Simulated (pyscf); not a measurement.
Optimised with ωB97X-D3(BJ)/def2-SVP in PySCF.

Question: Estimate by transition-state theory the rate constant of `[NH2][AlH][NH2]` + `[H][H]` → `[NH2][AlH2]` + `[NH3]` (singlet surface; Al–N, H–H broken, Al–H, H–N formed) at 900 K, with ωB97M-D3(BJ)/def2-TZVP energies (ideal gas, 1 atm, RRHO with modes under 100 cm⁻¹ raised to 100, one conformer, R ln 2 for chiral ones without a mode under 150 cm⁻¹; no tunnelling).

Answer: The electronic barrier is 22.8 kcal/mol and the thermal terms add +25.8, so ΔG‡ = 48.6 kcal/mol. With k_BT/h = 1.88e+13 s⁻¹ and RT = 1.788 kcal/mol, and a volume of 1.23e-19 cm³ per molecule at 1 atm, k = 3.6e-18 cm³ molecule⁻¹ s⁻¹. Wigner's tunnelling factor for 1320i cm⁻¹ would be 1.19. A shift of 1 kcal/mol in the barrier changes k by a factor 1.7. On the product side the descent ends in an adduct with a Al–N contact, 25.8 kcal/mol under the separated species and 31.7 kcal/mol under the saddle at ωB97X-D3(BJ)/def2-TZVP. What is counted as broken (Al–N) persists as a longer contact in the product adduct; parting that adduct is a step of its own. At the saddle there is also a short Al–H contact that neither side keeps. This is the saddle that the search found; another between the same sides may lie lower.
